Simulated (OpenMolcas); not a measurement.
**AlNH4O (SMILES [NH2][AlH][OH]): levels of theory compared**

We compute a comparison of 6 runs (HF/3-21G, B2PLYP/def2-SVP, PBE0/def2-TZVP, PBE/pcseg-2, MP2/aug-cc-pVDZ, ACPF/Ahlrichs_VTZ) of AlNH4O. 

The results are computed with OpenMolcas 26.06.

2 further runs of the same task are left out: 2 set aside as unsound or not needed.

## Step 1: The system as given

The species is AlNH4O (7 atoms), meant as a singlet with charge 0. SMILES: `[NH2][AlH][OH]`. The shape comes from GFN2-xTB, which is rough for such elements, and wasn't checked as a minimum. This is one conformer, not always the lowest.

Bond lengths: N1–Al2 1.780 Å, Al2–O3 1.642 Å, N1–H4 1.012 Å, N1–H5 1.011 Å, Al2–H6 1.512 Å, O3–H7 0.946 Å. Angles: N1–Al2–O3 125.4°, N1–Al2–H6 119.7°, O3–Al2–H6 114.9°, Al2–N1–H4 127.0°, Al2–N1–H5 124.6°, Al2–O3–H7 178.0°, H4–N1–H5 108.4°.

## Step 2: Energy and forces at HF/3-21G (run 1)

The input, mol.inp:

```
&GATEWAY
 BasLib
 $CurrDir
 BasisSet
 N.3-21G....
 N1 -1.154820 0.373660 -0.573560 angstrom
 End of Basis
 BasisSet
 Al.3-21G....
 Al2 0.305780 0.189490 0.427400 angstrom
 End of Basis
 BasisSet
 O.3-21G....
 O3 1.446810 -0.975810 0.237850 angstrom
 End of Basis
 BasisSet
 H.3-21G....
 H4 -1.441560 -0.214390 -1.345870 angstrom
 H5 -1.847570 1.098950 -0.450200 angstrom
 H6 0.565730 1.156760 1.559870 angstrom
 H7 2.125650 -1.628660 0.144500 angstrom
 End of Basis

&SEWARD

&SCF
 Thresholds
 1e-10 1e-07 1e-07 1e-05
 PrOrbitals
 0

&ALASKA
```

The basis set 3-21G is read from a file made from the Basis Set Exchange's data (not shown).

The run is started by

```console
$ export MOLCAS_MEM=1860
$ pymolcas mol.inp > mol.log
```

The log of the run:

```text
--- Start Module: gateway ---
[...]
--- Stop Module: gateway /rc=_RC_ALL_IS_WELL_ ---
[...]
      Basis functions           39
[...]
--- Start Module: scf ---
[...]
       Convergence after  12 Iterations
[...]
::    Total SCF energy                               -371.5932717347
[...]
      Total spin, S                                     0.0000000000
[...]
      Total electronic charge=   32.000000
      Total            charge=   -0.000000
[...]
      Dipole Moment (debye):
      Origin of the operator (angstrom)=    0.2396   -0.0794    0.1182
                   X= -2.1813E-01               Y= -8.9961E-01               Z= -1.0659E+00           Total=  1.4118E+00
      Quadrupole Moment (debye*angstrom):
[...]
 *              Molecular gradients               *
 **************************************************
  Irreducible representation: a
 ------------------------------------------------------------------------------------------
                              X                       Y                       Z
 ------------------------------------------------------------------------------------------
  N1                4.44368529619688E-03    3.37010634061596E-03    6.36678052967410E-03
  AL2               8.63532350029816E-03    7.58303712099639E-03    1.41032714070857E-02
  O3               -4.33210044818022E-03    1.00830263863161E-02    6.31831153642406E-03
  H4               -5.27491548714343E-03   -2.64617423894142E-03   -6.41591899887839E-03
  H5               -6.21249096949406E-03    2.84361894049256E-03   -2.26993102709622E-03
  H6                3.73433750240348E-05   -1.98905606029802E-02   -1.88420563545786E-02
  H7                2.70315473324878E-03   -1.34305394651157E-03    7.39542907366664E-04
 ------------------------------------------------------------------------------------------
[...]
```

It took 1.7 s on 1 thread of Arm Neoverse V2, shared host; peak memory 0.37 GiB.

## Step 3: The energy at B2PLYP/def2-SVP (run 2)

The input, mol.inp:

```
&GATEWAY
  BASLIB
  $CurrDir
  COORD
  7
  angstrom
  N       -1.154820       0.373660      -0.573560
  Al       0.305780       0.189490       0.427400
  O        1.446810      -0.975810       0.237850
  H       -1.441560      -0.214390      -1.345870
  H       -1.847570       1.098950      -0.450200
  H        0.565730       1.156760       1.559870
  H        2.125650      -1.628660       0.144500
  BASIS
  def2-SVP
  GROUP
  NoSym

&SEWARD
  GRIDINPUT
  Grid=UltraFine
  End of Grid

&SCF
  KSDFT
  B2PLYP_SCF
  THRESHOLDS
  1e-10 1e-07 1e-07 1e-05
  PRORBITALS
  1 2

&MBPT2
  FROZEN
  7
```

The basis set def2-SVP is read from a file made from the Basis Set Exchange's data (not shown).

The run is started by

```console
$ export MOLCAS_MEM=1860
$ pymolcas mol.inp > mol.log
```

The log of the run:

```text
--- Start Module: gateway ---
[...]
--- Stop Module: gateway /rc=_RC_ALL_IS_WELL_ ---
[...]
      Basis functions           66
[...]
--- Start Module: scf ---
[...]
       Convergence after  12 Iterations
[...]
::    Total KS-DFT energy                            -374.3266328595
[...]
      Total spin, S                                     0.0000000000
[...]
      Total electronic charge=   32.000000
      Total            charge=   -0.000000
[...]
      Dipole Moment (debye):
      Origin of the operator (angstrom)=    0.2396   -0.0794    0.1182
                   X= -2.2307E-01               Y= -9.0361E-01               Z= -1.0650E+00           Total=  1.4144E+00
      Quadrupole Moment (debye*angstrom):
[...]
--- Stop Module: scf /rc=_RC_ALL_IS_WELL_ ---
[...]
--- Start Module: mbpt2 ---
[...]
 ###    WARNING: MP2 implementation intended for RHF references only         ###
 ###############################################################################
MBPT2 WARNING: Reference function according to RunFile:KS-DFT
I'll assume you know what you're doing and continue
WARNING!
Default frozen orbitals as non valence orbitals is overwritten by user input.
Default values:   4
[...]
       Reference weight ( Cref**2 )         =        0.83701
::    Total MBPT2 energy                             -374.8428633204
[...]
      Total MBPT2 calculations                           0.08      0.10
--- Stop Module: mbpt2 /rc=_RC_ALL_IS_WELL_ ---
[...]
```

Run time: 11 s. Hardware: 1 thread of Arm Neoverse V2, shared host; peak memory 0.41 GiB.

Run 3 isn't shown in full; the table further down has it.

## Step 4: Energy and gradient at PBE/pcseg-2 (run 4)

The input, test.input:

```
&gateway
 baslib=$CurrDir
 coord
 7
 angstrom
 N       -1.154820       0.373660      -0.573560
 Al       0.305780       0.189490       0.427400
 O        1.446810      -0.975810       0.237850
 H       -1.441560      -0.214390      -1.345870
 H       -1.847570       1.098950      -0.450200
 H        0.565730       1.156760       1.559870
 H        2.125650      -1.628660       0.144500
 basis=pcseg-2
 group=NoSym

&seward
 gridinput
 Grid=UltraFine
 End of Grid

&scf
 ksdft=PBE
 thresholds=1e-10 1e-07 1e-07 1e-05
 prorbitals=1

&alaska
```

The basis set pcseg-2 is read from a file made from the Basis Set Exchange's data (not shown).

The run is started by

```console
$ export MOLCAS_MEM=1860
$ pymolcas test.input > test.log
```

The log of the run:

```text
--- Start Module: gateway ---
[...]
--- Stop Module: gateway /rc=_RC_ALL_IS_WELL_ ---
[...]
      Basis functions          150
[...]
--- Start Module: scf ---
[...]
       Convergence after  13 Iterations
[...]
::    Total KS-DFT energy                            -374.6806065250
[...]
      Total spin, S                                     0.0000000000
[...]
      Total electronic charge=   32.000000
      Total            charge=   -0.000000
[...]
      Dipole Moment (debye):
      Origin of the operator (angstrom)=    0.2396   -0.0794    0.1182
                   X= -2.2653E-01               Y= -7.6320E-01               Z= -9.3217E-01           Total=  1.2259E+00
      Quadrupole Moment (debye*angstrom):
[...]
 *              Molecular gradients               *
 **************************************************
  Irreducible representation: a
 ------------------------------------------------------------------------------------------
                              X                       Y                       Z
 ------------------------------------------------------------------------------------------
  N1               -3.04619214804536E-03    3.93261016368496E-03    1.14919615616138E-03
  AL2               1.33553708523200E-02   -2.28180918550080E-03    8.69637159190972E-03
  O3               -5.91749221464433E-03    1.02019983753605E-02    4.66684936220918E-03
  H4               -9.26946335070067E-04    2.71016420899306E-03    1.95866521857813E-03
  H5                1.27330103004653E-03   -3.96946515905494E-03   -2.78053601226513E-03
  H6               -7.16487981827107E-04   -1.54211898912324E-02   -1.52103829274477E-02
  H7               -4.02155320277231E-03    4.82769148771300E-03    1.51983661083921E-03
 ------------------------------------------------------------------------------------------
[...]
```

It took 68 s on 1 thread of Arm Neoverse V2, shared host; peak memory 0.98 GiB.

Run 5 isn't shown in full; the table further down has it.

## Step 5: The energy at ACPF/Ahlrichs_VTZ (run 6)

The input, run.inp:

```
* AlH4NO ACPF

&GATEWAY
 XBAS
 N.Ahlrichs_VTZ
 Al.Ahlrichs_VTZ
 O.Ahlrichs_VTZ
 H.Ahlrichs_VTZ
 End of Basis
 ZMAT
 N1
 Al2 1 1.780222
 O3 2 1.64189 1 125.35845
 H4 1 1.012169 2 126.9666 3 0.79348
 H5 1 1.010528 4 108.4169 2 -179.63546
 H6 2 1.511844 3 114.90201 1 179.91761
 H7 3 0.946441 6 147.12321 2 178.6666
 End of ZMAT

&SEWARD

&SCF
 PrOrbitals = 1

&MOTRA
 Frozen = 7

&GUGA
 Electrons = 18
 Spin = 1
 Inactive = 9
 Active = 0
 CIAll = 1

&CPF
 ACPF
```

The run is started by

```console
$ export MOLCAS_MEM=1860
$ pymolcas run.inp > run.log
```

The log of the run:

```text
--- Start Module: gateway ---
[...]
--- Stop Module: gateway /rc=_RC_ALL_IS_WELL_ ---
[...]
      Basis functions           64
[...]
       Convergence after  11 Iterations
[...]
::    Total SCF energy                               -373.6412388208
[...]
      Total spin, S                                     0.0000000000
[...]
      *** WARNING: Default frozen orbitals is overwritten by user input.
      *** Default values:   4
[...]
--- Start Module: guga ---
[...]
--- Stop Module: guga /rc=_RC_ALL_IS_WELL_ ---
--- Start Module: cpf ---
[...]
      Active orbitals                            0       0
[...]
      Spin quantum number                      0.0
[...]
     FINAL ACPF ENERGY        -373.95108674
     FINAL CORRELATION ENERGY   -0.30984792  REFERENCE ENERGY    -373.64123882
[...]
      Title:  ACPF natural orbitals
[...]
      Total electronic charge=   32.000000
      Total            charge=    0.000000
[...]
      Dipole Moment (debye):
      Origin of the operator (angstrom)=    0.3636    0.0001    1.5799
                   X=  9.2133E-01               Y=  2.0594E-02               Z= -6.9422E-01           Total=  1.1538E+00
      Quadrupole Moment (debye*angstrom):
[...]
--- Stop Module: cpf /rc=_RC_ALL_IS_WELL_ ---
[...]
```

Run time: 4.8 s. Hardware: 1 thread of Arm Neoverse V2, shared host; peak memory 0.4 GiB.

## Step 6: The series

| run | level | task | frozen core orbitals | energy (Eh) | dipole moment (D) of the reference | HOMO energy (eV) | LUMO energy (eV) | wall time |
| --- | --- | --- | --- | --- | --- | --- | --- | --- |
| 1 | HF/3-21G | gradient | – | -371.593272 | 1.41 | -10.22 | 3.54 | 1.7 s |
| 2 | B2PLYP/def2-SVP | energy | 7 | -374.466015 | 1.41 | -8.29 | 1.78 | 11 s |
| 3 | PBE0/def2-TZVP | gradient | – | -374.697374 | 1.28 | -7.25 | 0.41 | 44 s |
| 4 | PBE/pcseg-2 | gradient | – | -374.680607 | 1.23 | -5.93 | -0.57 | 68 s |
| 5 | MP2/aug-cc-pVDZ | energy | 7 | -374.118802 | 1.16 | -10.73 | 0.85 | 11 s |
| 6 | ACPF/Ahlrichs_VTZ | energy | 7 | -373.951087 | 1.07 | -10.72 | 2.79 | 4.8 s |

## Step 7: Outcome

| quantity | value |
| --- | --- |
| run 6: total energy | -373.95109 Eh |
| run 6: dipole moment (mean-field density) | 1.07 D |
| run 6: HOMO energy (Hartree–Fock orbitals) | -10.72 eV |
| run 6: LUMO energy (Hartree–Fock orbitals) | 2.79 eV |
| run 6: HOMO–LUMO gap (Hartree–Fock orbitals) | 13.51 eV |
| run 6: correlation energy (7 core orbitals frozen) | -309.8 mEh |

**Reading.** Over runs 1, 2, 3, 4 the dipole moment (its size) runs from 1.23 D (PBE/pcseg-2) to 1.41 D (B2PLYP/def2-SVP). The two ends differ in method and basis. A double hybrid's value is that of its SCF part. Over runs 1, 2, 3, 4 the HOMO–LUMO gap runs from 5.36 eV (PBE/pcseg-2) to 13.76 eV (HF/3-21G). For B2PLYP the log adds the whole second-order term; the table takes 0.27 of it, as the functional is defined. Totals of different functionals can't be ranked against each other. All runs together took 2.3 min, the longest 68 s.
